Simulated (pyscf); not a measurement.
**Routes from `[NH]=[SiH][NH2]` + `[H][H]`**

Candidate steps break at most two bonds and form at most two. Each was searched with GFN2-xTB (tblite) first. Optimised with ωB97X-D3(BJ)/def2-SVP in PySCF. Energies: ωB97M-D3(BJ)/def2-TZVP, kcal/mol, from the separated reactants, singlet surface; ΔG‡ with ideal gas, 1 atm, RRHO with modes under 100 cm⁻¹ raised to 100, one conformer, R ln 2 for chiral ones without a mode under 150 cm⁻¹.

```csv
products,type,ΔE‡,ΔE,ΔG‡ 298 K,ΔG‡ 900 K,ν‡ (cm⁻¹)
H₂N–SiH₂–NH₂,addition across a multiple bond or ene-type step,20.4,-52.1,29.7,47.8,1140i
HN=SiH₂ + NH₃,four-centre exchange,33.4,+16.2,43.0,61.5,1499i
```

Row 2: On the product side the descent ends in an adduct with a N–Si contact (not fully relaxed), 22.4 kcal/mol under the separated species and 38.9 kcal/mol under the saddle at ωB97X-D3(BJ)/def2-TZVP. 

Plain bond fissions and candidates not yet searched are not listed, and one of them may be faster. Each barrier is that of the saddle found; lower ones may exist.
